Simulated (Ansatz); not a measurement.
## [H···H···CH3], doublet: transfer scan

Starting geometry:

```xyz
6

H    -2.1409    0.0000    0.0000
H    -1.3959    0.0000    0.0000
C     0.2371    0.0000    0.0000
H     0.2371   -1.0800    0.0000
H     0.2371    0.5400    0.9353
H     0.2371    0.5400   -0.9353
```

From there H2 is moved from one fragment to the other while all else, the fragments' distance too, stays fixed; atoms are numbered as listed. Energies are in kJ/mol, counted from the starting geometry at the same level. Kohn–Sham curves are unrestricted where that lies lower.

Basis 6-31G; Ansatz 0.2.0. Correlated methods freeze the noble-gas cores.

For open shells CISD is restricted-active-space CI with the open shells as a complete middle space.

Full CI is exact within this basis and frozen core; it isn't the basis-set limit.

```csv
distance H1-H2 (Å),full CI,curve A,curve B,curve C,curve D
0.693,2.6,1.6,2.5,6.5,3.1
0.745,0.0,0.0,0.0,0.0,0.0
0.823,10.0,11.9,10.1,3.8,8.9
0.900,26.8,31.2,27.0,14.8,24.0
0.978,42.8,49.5,43.1,26.3,38.3
1.055,53.4,59.8,53.7,34.6,47.7
1.133,58.6,64.0,58.8,39.8,52.6
1.210,62.4,65.7,62.5,45.2,56.9
1.288,72.3,73.6,72.4,57.3,67.8
```

(1) The curves come from BCCD(T), CISD, PBE0, RPA-PBE. Compare each with full CI and say which is which.

In so small a basis the reference is far from its limit while semilocal and hybrid functionals are nearer theirs (RPA and double hybrids share much of the reference's basis error), so the functionals' errors here hold much of the reference's basis and frozen-core error, which can add to them or hide them.

Results:

(1) A: CISD, B: BCCD(T), C: PBE0, D: RPA-PBE. Spread of the error against full CI, over the points where both stand: A 7.6, B 0.4, C 22.7, D 6.5 kJ/mol.
